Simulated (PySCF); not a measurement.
**Ionising LiP**

UHF-CCSD(T); PySCF, no relativity, basis sets Li def2-TZVP, P def2-TZVP. Neutral (UHF): triplet (π ↑↑), Re = 2.336 Å, ωe = 488 cm⁻¹, De = 1.51 eV.

LiP⁺ (UHF): quartet (σ ↑, π ↑↑), Re = 2.671 Å, ωe = 241 cm⁻¹, De = 0.34 eV to Li⁺ + P. The energies at the minima are -348.33697 hartree for LiP and -348.09634 for LiP⁺.

**Question.** Work out the adiabatic ionisation energy, without and with harmonic zero-point energies (1 hartree = 27.2114 eV, 1 eV = 8065.5 cm⁻¹), and the change of the bond length.

**Answer.** At UHF-CCSD(T): 0.24063 hartree = 6.548 eV between the minima; the zero-point term (241.0 − 488.0)/2 cm⁻¹ = -0.015 eV makes it 6.533 eV. Re changes by +33.5 pm against the neutral. The electron leaves a σ orbital, and the ion is left as a loose complex of an ion and an atom.

Correlated steps freeze 5 core orbitals. Weak bonds: LiP⁺. Basis-set superposition, not corrected here, can be much of De in a small basis, most of all at correlated wavefunction levels. For an ion De counts to the pair picked by the measured ionisation energies or electron affinities, which need not be the lowest pair at this level. States were picked by a PBE0 search and need not be the measured ground states.
